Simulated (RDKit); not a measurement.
RDKit input (UFF):

```python
from rdkit import Chem
from rdkit.Chem import AllChem, rdDetermineBonds

mol = Chem.MolFromXYZFile('mol.xyz')
rdDetermineBonds.DetermineBonds(mol, charge=-1)
print('SMILES', Chem.MolToSmiles(Chem.RemoveHs(mol)))
ff = AllChem.UFFGetMoleculeForceField(mol)
e0 = ff.CalcEnergy()
flag = ff.Minimize(maxIts=5000, forceTol=1e-5)
print(f'energy {e0:.4f} -> {ff.CalcEnergy():.4f} kcal/mol, converged: {flag == 0}')
print(Chem.MolToXYZBlock(mol))
```
mol.xyz:
```
11

C     -0.00558322     1.06374512    -0.38603103
C      0.00619137    -1.03716485    -0.05773859
C     -1.06341923     0.06866804     0.11781767
C      1.06212711     0.08115274     0.12147835
H     -0.01226405     2.06753296     0.06973792
H      0.01023035    -1.42530440    -1.07919593
H      0.00987292    -1.87345395     0.65675121
H     -1.32708106     0.11676990     1.20906634
H     -2.01630986    -0.04998724    -0.42504701
H      1.32144553     0.13232640     1.21362771
H      2.01820998    -0.02628991    -0.41809864
```

From the last part of the output:

```
SMILES [CH-]1CCC1
energy 91.2558 -> 65.7431 kcal/mol, converged: True
11

C     -0.006588    1.146396   -0.072540
C      0.005744   -1.002848    0.072153
C     -1.073427    0.063916   -0.007892
C      1.072621    0.076471   -0.004303
H     -0.011680    1.749420    0.862450
H      0.011155   -1.674470   -0.814174
H      0.007231   -1.536001    1.048066
H     -1.693538    0.121058    0.913723
H     -1.659917    0.006885   -0.950025
H      1.688935    0.140844    0.919379
H      1.662885    0.026324   -0.944468
```

The dipole moment of an ion depends on the origin.
